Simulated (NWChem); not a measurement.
## Lowest excitation of ethanol (C$_{2}$H$_{6}$O)

```
C
H 1 1.1020
O 1 1.4032 2 106.05
H 3 0.9628 1 107.89 2 -178.68
H 1 1.1097 2 106.18 3 -118.83
C 1 1.5168 2 109.82 5 -118.63
H 6 1.1006 1 110.52 2 -62.17
H 6 1.1012 7 108.46 1 -122.31
H 6 1.1032 7 107.86 8 -116.01
```
Charge 0, spin multiplicity 1.

The numbers come from NWChem runs, not from measurements. The geometry was optimised at PBE0/def2-SVP, a minimum by its harmonic frequencies. It is one conformer; others weren't searched.

Basis set: def2-SVP.

The correlated methods keep 3 core orbitals frozen. B3LYP has NWChem's definition, with VWN1-RPA local correlation. Coupled-cluster values serve here as a point of comparison, not as the truth.

Question: Order these methods by the lowest vertical singlet excitation energy they give, lowest first: TD-PBE, TD-BHandHLYP, CIS, TD-B3LYP, EOM-CCSD.

Answer: TD-PBE (6.76 eV), TD-B3LYP (7.30 eV), EOM-CCSD (7.96 eV), TD-BHandHLYP (8.05 eV), CIS (9.21 eV)
